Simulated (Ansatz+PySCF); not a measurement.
Two shapes of singlet CH₂.

Shape 1:

```xyz
3

C     0.0000    0.0000   -0.1796
H     0.0000    0.8619    0.5389
H     0.0000   -0.8619    0.5389
```

Shape 2:

```xyz
3

C     0.0000    0.0000   -0.1653
H     0.0000    0.7929    0.4958
H     0.0000   -0.7929    0.4958
```

Basis set: def2-SVP (spherical functions). Frozen core: 1 orbital. Charge 0, multiplicity 1.

Computed with Ansatz (development build ahead of 0.2.0); each method stands on the lowest determinant of its kind that the runs found.

Task: Which shape is lower in energy, and by how much in each method?

Result:

```
                            method  E(2) − E(1) (eV)
                               RHF             0.192
                               UHF             0.161
                           RHF-MP2             0.252
                           UHF-MP2             0.211
full CI (lowest root of this spin)             0.285
```

Shape 1 is lower. Caution: another spin multiplicity may lie lower. Caution for RHF, RHF-MP2: an unrestricted determinant lies well below. Caution for UHF, UHF-MP2: the unrestricted determinant is spin contaminated; the determinant breaks the point group.
